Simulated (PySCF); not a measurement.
## A small calculation by hand: oscillator strength and radiative lifetime

CH₂, SMILES [CH2] (connectivity only; charge and spin as stated), neutral, multiplicity 1.

Geometry optimised at B3LYP-D3(BJ)/def2-TZVPD. The isomer is the one that the SMILES or the coordinates give; other isomers of the formula were not compared.

TDA-PBE0/def2-TZVPD (PySCF 2.14.0) puts the first singlet state with f over 0.02 at 6.47 eV (vertical), with the transition dipole (0.000, 0.000, -0.872) in atomic units.

**Question.** Find the oscillator strength, the wavelength and the radiative lifetime that this transition would have in vacuum if emission retraced absorption.

**Answer.** 
|μ|² = 0.7604 au, so |μ| = 2.22 D. ΔE = 6.47/27.211 = 0.2378 hartree. f = (2/3) ΔE |μ|² = 0.121 (the program prints 0.120).
λ = 1239.84/6.47 = 192 nm; ν = 52184 cm⁻¹.
Einstein's coefficient A = 0.6670 ν² f s⁻¹ (ν in cm⁻¹) = 2.2e8 s⁻¹, so τ = 1/A = 4.6 ns. This state is S3; the lower singlets have f = 0.007, 0.000. The figure is the radiative limit of this one transition; relaxation, internal conversion, crossing to triplets and a medium change what is measured.
